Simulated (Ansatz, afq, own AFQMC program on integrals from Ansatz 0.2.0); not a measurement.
Integrals from Ansatz 0.2.0, then the random walk in our own AFQMC program (afq).

```yaml
crystal:
  periodic: [false, false, false]
  atoms:
    - {symbol: Zr, position_ang: [0.000000, 0.000000, 0.000000]}
basis:
  gaussian: {orbitals: def2-TZVP}
total_charge: 1
magnetization: {spin_polarized: true, initial_magnetization: 3}
correlation: {method: ccsd_t, electrons: outside_noble_gas, hamiltonian_folder: ham}
```

```sh
$ ansatz run in.yaml --threads 1 --pin off --events-out ev --progress --plain --max-ram 1382MiB
```

afq runs on the folder ham with

```
--method phaseless --trial hf --walkers 120 --populations 1 --least-time 40 --time-step 0.005 --steps-per-block 20 --equilibration-blocks 160 --max-blocks 600 --target-error 0.00063 --factor-cut 1e-05 --start spin_pure --seed 4730 --taylor-order 6
```

Times are imaginary, in 1/Eh. The walk had a cap of 633 s. Core potentials past Kr, no spin–orbit coupling.

afq prints:

```
orbitals 36  electrons 3 0  factors 242 of 242
reference energy -46.25178439 Eh
CCSD correlation -0.01259767 Eh in 8 cycles, weight of the determinant in the CISD state 0.9911
energy of the start -46.251784 Eh
 block  time / (1/Eh)  mean weight  energy / Eh
     1     0.100  0.9996  -46.253495
     2     0.200  1.0001  -46.254897
     3     0.300  0.9996  -46.256444
     4     0.400  1.0001  -46.257173
     5     0.500  0.9997  -46.258196
     8     0.800  1.0003  -46.260228
    15     1.500  1.0000  -46.261617
    57     5.700  1.0000  -46.266765
    99     9.900  0.9997  -46.262403
   141    14.100  1.0013  -46.262972
   183    18.300  1.0006  -46.265197
   225    22.500  1.0003  -46.264867
   267    26.700  1.0015  -46.265309
   309    30.900  1.0004  -46.264596
   351    35.100  1.0007  -46.264505
   379    37.900  1.0004  -46.267596
   393    39.300  0.9992  -46.260785
   435    43.500  0.9996  -46.263659
   463    46.300  1.0002  -46.258844
   477    47.700  1.0009  -46.265944
   519    51.900  0.9988  -46.266171
   547    54.700  0.9999  -46.262186
blocks merged  error / Eh  count
     1  0.000111  400
     2  0.000146  200
     4  0.000192  100
     8  0.000256  50
    16  0.000307  25
    32  0.000393  12
energy -46.263392 +/- 0.000307 Eh
(rows thinned)
```

The run passed its tests (sampling time, drift between the halves within three errors, error under three times the target), which doesn't prove that it has relaxed. The second half of the sampling lies above the first by 3.0 errors of their difference, so the energy may still be moving and its error bar be too small.

Against this walk (error 8.4 meV) on the same determinant: CCSD(T) 28.1 meV lower, full CI for this spin (own frozen core, lowest symmetry allowed) 75.6 meV higher. The error is statistical and leaves out the bias of the constraint. None of these is a sure reference here.

Cautions: constraint bias not in the error; no spin-orbit coupling; outer-core shells of the metal frozen.

The walk took 110 s on 1 thread of Arm Neoverse V1, with other jobs on the host. The log's last line is the phaseless energy.

A walk keeps the symmetry of its determinant, which the program's search chose and which needn't be the lowest solution, so a lower state of the same spin and another symmetry isn't excluded.
